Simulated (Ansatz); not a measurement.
A nudged elastic band was laid between two geometries of C₂H₄F₂ (8 atoms, charge 0, multiplicity 1).

Method: Ansatz 0.2.0, RKS PBE0-D4/def2-SVP.

```json
{"movable images": "4", "climbing image": "no", "spring": "5.0 eV/Å²", "optimiser": "quadratic models (default)", "start path": "through a guess of the saddle point", "force threshold": "0.03 eV/Å", "iteration limit": "60", "end points": "relaxed"}
```

Initial state:

```xyz
8
Properties=species:S:1:pos:R:3
C 0.002 0.774 0.024
C -0.047 -0.724 -0.010
F 0.926 -1.241 0.777
F 0.169 -1.170 -1.271
H 0.987 1.111 -0.327
H -0.158 1.137 1.049
H -0.775 1.194 -0.629
H -1.013 -1.139 0.332
```

Final state:

```xyz
8
Properties=species:S:1:pos:R:3
C 0.002 0.775 0.010
C -0.044 -0.723 -0.055
F 0.041 -1.248 1.191
F 1.006 -1.192 -0.768
H -0.053 1.201 -1.000
H 0.946 1.086 0.481
H -0.838 1.156 0.606
H -0.968 -1.112 -0.521
```

Q: What changes between the two ends?

A: No bond is made or broken. The dihedral H7–C1–C2–F3 goes from 179 to -60°. The two ends are copies of one structure, up to a mirror image or an exchange of like atoms.

Q: Give the energies along the band, and the barrier.

A: The run converged. The highest image is number 2 of 0 to 5, 13.3 kJ/mol above the ends, which have the same energy within 2 meV. No image climbed, so the highest image needn't sit at the top of the path.

| image | path coordinate (Å) | energy (kJ/mol) | dihedral H7–C1–C2–F3 (°) |
| --- | --- | --- | --- |
| 0 | 0.00 | 0.0 | 179 |
| 1 | 0.57 | 5.1 | -157 |
| 2 | 1.13 | 13.3 | -133 |
| 3 | 1.70 | 13.3 | -109 |
| 4 | 2.26 | 5.0 | -84 |
| 5 | 2.83 | 0.0 | -60 |

Q: What is the geometry of the highest image?

A: 
```xyz
8
Properties=species:S:1:pos:R:3
C -0.003 0.782 0.017
C -0.049 -0.731 -0.029
F 0.583 -1.259 1.045
F 0.583 -1.191 -1.135
H 0.707 1.148 -0.737
H 0.335 1.110 1.009
H -0.988 1.223 -0.183
H -1.075 -1.140 -0.043
```

The run took 57 s on 1 thread of Arm Neoverse V1 (shared host), peak memory 0.14 GiB.
